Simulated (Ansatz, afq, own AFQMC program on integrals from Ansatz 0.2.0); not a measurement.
AFQMC on a folder of integrals that Ansatz 0.2.0 wrote.

```yaml
crystal:
  periodic: [false, false, false]
  atoms:
    - {symbol: B, position_ang: [0.000000, 0.000000, 1.263365]}
    - {symbol: N, position_ang: [0.000000, 0.000000, -0.748162]}
    - {symbol: H, position_ang: [0.000000, -1.237037, -1.576958]}
    - {symbol: H, position_ang: [0.000000, 1.237037, -1.576958]}
basis:
  gaussian: {orbitals: cc-pVDZ}
magnetization: {spin_polarized: false, initial_magnetization: 2}
correlation: {method: ccsd_t, electrons: outside_noble_gas, hamiltonian_folder: ham}
```

```sh
$ ansatz run in.yaml --threads 1 --pin off --events-out ev --progress --plain --max-ram 1382MiB
```

afq runs on the folder ham with

```
--method phaseless --trial hf --walkers 120 --populations 1 --least-time 40 --time-step 0.005 --steps-per-block 20 --equilibration-blocks 160 --max-blocks 600 --target-error 0.00228 --factor-cut 1e-05 --start spin_pure --seed 5378 --taylor-order 6
```

Times are imaginary, in 1/Eh. The walk had a cap of 1086 s.

Log:

```
orbitals 36  electrons 6 4  factors 257 of 362
reference energy -79.92507271 Eh
CCSD correlation -0.27275284 Eh in 15 cycles, weight of the determinant in the CISD state 0.8240
energy of the start -79.925075 Eh
 block  time / (1/Eh)  mean weight  energy / Eh
     1     0.100  0.9999  -79.974957
     2     0.200  1.0028  -80.029303
     3     0.300  1.0011  -80.044440
     4     0.400  1.0012  -80.054909
     5     0.500  1.0011  -80.080353
     8     0.800  0.9996  -80.099551
    18     1.800  0.9992  -80.169688
    69     6.900  1.0000  -80.212634
   120    12.000  1.0008  -80.213392
   171    17.100  0.9992  -80.203600
   222    22.200  1.0009  -80.215369
   273    27.300  0.9997  -80.150984
   324    32.400  1.0000  -80.197094
   375    37.500  1.0025  -80.227089
   392    39.200  0.9985  -80.240345
   426    42.600  0.9980  -80.168775
   460    46.000  0.9992  -80.144593
   477    47.700  1.0011  -80.198616
   528    52.800  1.0014  -80.212372
   579    57.900  0.9915  -80.200603
   630    63.000  1.0002  -80.189959
   681    68.100  1.0026  -80.184671
   698    69.800  0.9975  -80.219496
blocks merged  error / Eh  count
     1  0.000955  550
     2  0.001241  275
     4  0.001574  137
     8  0.001931  68
    16  0.002244  34
    32  0.002196  17
    64  0.001784  8
energy -80.191571 +/- 0.002244 Eh
(rows thinned)
```

The run passed its tests (sampling time, drift between the halves within three errors, error under three times the target), which doesn't prove that it has relaxed.

Against this walk (error 61.1 meV) on the same determinant: CCSD(T) 453.1 meV lower, CCSDT(Q) 534.1 meV lower, a separate phaseless walk with a CISD trial and standard settings 459.0 ± 64.1 meV lower. The error is statistical and leaves out the bias of the constraint. CCSDT(Q) is the surest value here, so the walk's 534 meV above it is most likely the bias of the constraint with this trial, which can have either sign.

Cautions: constraint bias not in the error; lower spins were not checked; higher spins were not checked; a spin-contaminated unrestricted determinant lies lower (UHF 570 meV lower, ⟨S²⟩ 2.59).

The walk took 7.4 min on 1 thread of Intel(R) Xeon(R) Platinum 8259CL CPU @ 2.50GHz (Skylake/Cascade Lake) (shared host). The log's last line is the phaseless energy.

CCSDT and higher add their correlation energy to the determinant of the CCSD(T) run, since their own runs factorise the integrals more tightly (a shift of under 2 meV). A walk keeps the symmetry of its determinant, which the program's search chose and which needn't be the lowest solution, so a lower state of the same spin and another symmetry isn't excluded.
